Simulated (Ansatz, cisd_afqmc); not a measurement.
Species: CHN, charge 1, doublet. CHN+ (parent SMILES [C-]#[NH+], doublet).
B3LYP-D3(BJ)/def2-TZVP minimum from Ansatz (a first-principles code):
```xyz
3

C      0.0000     0.0000    -0.7191
N      0.0000     0.0000     0.4117
H      0.0000     0.0000     1.4327
```
Charge +1, spin multiplicity 2.

Total energies in cc-pVDZ, 9 correlated electrons, 2 frozen orbitals. UHF or UKS for unpaired electrons; spin-orbit terms are left out. Cores are frozen in correlated methods. No relativity. AFQMC/CISD: phaseless, guided by CISD from CCSD amplitudes; bars are statistical, one sigma. Outlying blocks are dropped, and bars are widened where a walk drifts. Over all cases where full CI ran beside it in this data, AFQMC minus full CI had a median of +0.1 mEh and passed +0.4 mEh in a tenth of the cases. The UHF reference of CHN+ (parent SMILES [C-]#[NH+], doublet) is spin-contaminated (<S^2> up to 0.28 over the pure value in the sets run). The spin of CHN+ (parent SMILES [C-]#[NH+], doublet) was assumed, and the state is the lowest solution found for it.

```
method         program        energy (Eh)  minus CCSDTQ (mEh)
----------  ----------  -----------------  ------------------
HF              Ansatz          -92.47405              263.71
MP2             Ansatz          -92.69750               40.26
CCSD            Ansatz          -92.72580               11.96
CCSD(T)         Ansatz          -92.73534                2.41
CCSDT(Q)        Ansatz          -92.73794               -0.18
CCSDTQ          Ansatz          -92.73776                0.00
AFQMC/CISD  cisd_afqmc  -92.7373 ± 0.0004           0.5 ± 0.4
```

Rough core times of Ansatz's runs on a shared machine: CCSD(T) under 20 s, CCSDT(Q) 30 s, CCSDTQ 10 min.
